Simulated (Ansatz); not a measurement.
**HSCl (triplet): the correlation ladder at distance Cl1–H2 along a hydrogen transfer = 1.714 Å, cc-pVDZ**

Aim: climb from Hartree-Fock through coupled cluster and multireference methods for HSCl (triplet) at one geometry and basis, and see what each rung misses.

The runs use Ansatz 0.2.0, Gaussian basis; cc-pVDZ, core rule «outside noble gas», up to 10 orbitals frozen.

To be run: UHF; CCSD(T) on ROHF; CCSD(T) on UHF; BCCD(T) on ROHF; CISD; CCSDT(Q) on ROHF; CCSDT(Q) on UHF; CASSCF and MRCISD+Q, 4 electrons in 4 orbitals; CASSCF and NEVPT2, 4 electrons in 4 orbitals; CASSCF and MRCISD+Q, 14 electrons in 9 orbitals; CASSCF and MRCISD+Q(relaxed), 14 electrons in 9 orbitals; CASSCF and NEVPT2, 14 electrons in 9 orbitals.

10 further runs of the same task are left out: 1 for a mislabelled method, 9 that didn't finish.

## 1. What is computed

The geometry derives from fragments relaxed apart (PBE0/def2-TZVP) and kept rigid, so it is no stationary point. A hydrogen atom is moved between rigid fragments.

3 atoms, charge 0, spin multiplicity 3.

Atoms are counted from 1 here; the program's logs count them from 0.

No contacts short enough for the rule that draws bonds.

## 2. UHF

File in.yaml:

```yaml
crystal:
  periodic: [false, false, false]
  atoms:
    - {symbol: Cl, position_ang: [0.000000, 0.000000, -1.711333]}
    - {symbol: H, position_ang: [0.000000, 0.000000, 0.002667]}
    - {symbol: S, position_ang: [0.000000, 0.000000, 1.708667]}
basis:
  gaussian: {orbitals: cc-pVDZ}
magnetization: {spin_polarized: true, initial_magnetization: 2}
hamiltonian: {xc: hf}
output: {orbitals: {seedname: orbitals}}
```

Command:

```
> ansatz run in.yaml --threads 1 --pin off --events-out ev --progress --plain --max-ram 2393MiB
```

The runs that follow: CCSD(T) on ROHF; CCSD(T) on UHF; BCCD(T) on ROHF; CISD; CCSDT(Q) on ROHF; CCSDT(Q) on UHF; CASSCF and MRCISD+Q, 4 electrons in 4 orbitals; CASSCF and NEVPT2, 4 electrons in 4 orbitals; CASSCF and MRCISD+Q, 14 electrons in 9 orbitals; CASSCF and MRCISD+Q(relaxed), 14 electrons in 9 orbitals; CASSCF and NEVPT2, 14 electrons in 9 orbitals.

Q: Predict the results of all the runs planned. Wanted: UCCSDT(Q) below the RHF energy; RMP2 from UCCSDT(Q); UMP2 from UCCSDT(Q); RCCSD from UCCSDT(Q); RCCSD(T) from UCCSDT(Q); UCCSD(T) from UCCSDT(Q); RCCSDT(Q) from UCCSDT(Q); NEVPT2 valence from UCCSDT(Q); MRCISD+Q valence from UCCSDT(Q).

**Answer**, as computed:

| quantity | value |
| --- | --- |
| UCCSDT(Q) below the RHF energy | -7.7831 eV |
| RMP2 from UCCSDT(Q) | +1075.1 meV |
| UMP2 from UCCSDT(Q) | +1095.4 meV |
| RCCSD from UCCSDT(Q) | +199.9 meV |
| RCCSD(T) from UCCSDT(Q) | +45.4 meV |
| UCCSD(T) from UCCSDT(Q) | +44.4 meV |
| RCCSDT(Q) from UCCSDT(Q) | +2.0 meV |
| NEVPT2 valence from UCCSDT(Q) | +1507.0 meV |
| MRCISD+Q valence from UCCSDT(Q) | +28.5 meV |
| MRCISD+Q(relaxed) valence from UCCSDT(Q) | +16.7 meV |
| levels within 1 kcal/mol (43 meV) | RCCSDT, UCCSDT, RCCSDT(Q), MRCISD+Q valence, MRCISD+Q(relaxed) valence |
| T1 diagnostic | 0.020 |
| effectively unpaired electrons | 2.01 |

In words: RCCSD(T) lands +45.4 meV from the yardstick (0.6 % of the correlation energy). One determinant dominates. Of the multireference levels listed MRCISD+Q(relaxed) valence comes nearest in total energy (+16.7 meV), which doesn't show that its space is the better one. These misses are within one basis, not against nature; the frozen cores of restricted and unrestricted runs differ, which can shift their rows.
